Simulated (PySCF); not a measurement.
**Spin-Hamiltonian simulation**

Molecule: SMILES C#CCC#N, C$_{4}$H$_{3}$N.

Bonds (- single, = double, # triple, : aromatic): C1#C2 1.196 Å, C2-C3 1.453 Å, C3-C4 1.446 Å, C4#N5 1.142 Å. C1 carries H6; C3 carries H7, H8.

Calculated, not measured (PySCF 2.14.0 with density-fitted response routines): shielding tensors at PBE0/pcSseg-1 (GIAO), spin–spin couplings from B3LYP/pcJ-1, GFN2-xTB geometry. One conformer, non-relativistic Hamiltonian, equivalent nuclei averaged, in vacuum.

Referencing at the same level of theory: TMS for $^{1}$H (σ = 31.72 ppm).

Shifts (ppm): H6 1.67, H7/H8 3.24.
Couplings (Hz): H6–H7, H6–H8: -3.9; H7–H8: -20.5.

The 3-spin Hamiltonian (Zeeman plus full scalar coupling among like nuclei) was diagonalised exactly; lines are Lorentzian, 0.5 Hz wide, and the maxima above 3 % are listed with the tallest set to 100.

(1) Give the $^{1}$H peak list of this spin system at 100 MHz.

(2) And at 800 MHz?

(3) Among coupled protons with different shifts, which pair is furthest from first order, and how does the field change that?

Answers

(1) 
Hz from δ = 0 (height): 326.0 (94), 322.1 (100), 170.9 (26), 167.0 (47), 163.1 (24)

(2) 
Hz from δ = 0 (height): 2594.0 (99), 2590.1 (100), 1339.9 (25), 1336.0 (50), 1332.1 (25)

(3) H6 and H7: Δν/J is about 40.3 at 100 MHz (close to first order) and 322.1 at 800 MHz (close to first order). J in Hz doesn't depend on the field, while Δν in Hz grows in proportion to it.
